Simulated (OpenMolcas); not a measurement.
**SiF2 (SMILES F[Si]F): methods side by side**

The species is SiF2 (3 atoms), meant as a singlet with charge 0. SMILES: `F[Si]F`. Geometry: relaxed at PBE0-D4/def2-TZVP.

```xyz
3

F     0.1663    1.2468    0.2294
Si   -0.5949   -0.0464   -0.3301
F     0.4286   -1.2004    0.1007
```

Quantity: the energy change with the Si2–F3 bond stretched from 1.602 to 2.803 Å, in eV. The values are calculated.

```
                     level                   kind     program  value (eV)  less FCI/STO-3G  CPU time (all runs)
    HF/STO-3G (restricted)           Hartree–Fock  OpenMolcas        7.33            +3.22                  3 s
r2SCAN/STO-3G (restricted)               meta-GGA  OpenMolcas        5.19            +1.08                 11 s
  PBE0/STO-3G (restricted)          global hybrid  OpenMolcas        5.70            +1.59                5.9 s
B2PLYP/STO-3G (restricted)          double hybrid  OpenMolcas        5.39            +1.28                6.5 s
   MP2/STO-3G (restricted)    perturbation theory  OpenMolcas        5.48            +1.37                2.9 s
        CASPT2(2,2)/STO-3G         multireference  OpenMolcas        4.04            -0.07                2.9 s
  CISD/STO-3G (restricted)  coupled cluster or CI  OpenMolcas        4.57            +0.46                3.1 s
                FCI/STO-3G     exact in the basis  OpenMolcas        4.11             0.00                 24 s
```

FCI/STO-3G is exact within its basis and frozen core, so for wave-function methods in that basis the difference is their error; functionals converge differently with the basis, so for them it is only a difference. Spin-restricted single references rise too steeply as a bond breaks, Hartree–Fock most of all. Perturbation and coupled-cluster corrections on them can overshoot downwards. The first shape isn't each level's own minimum. The values span 4.04 to 7.33 eV. All rows use very small basis sets, so even the best lies far from the true value. CPU times are rough (shared hosts, several kinds of processor): they show what a rung costs within a factor of a few.
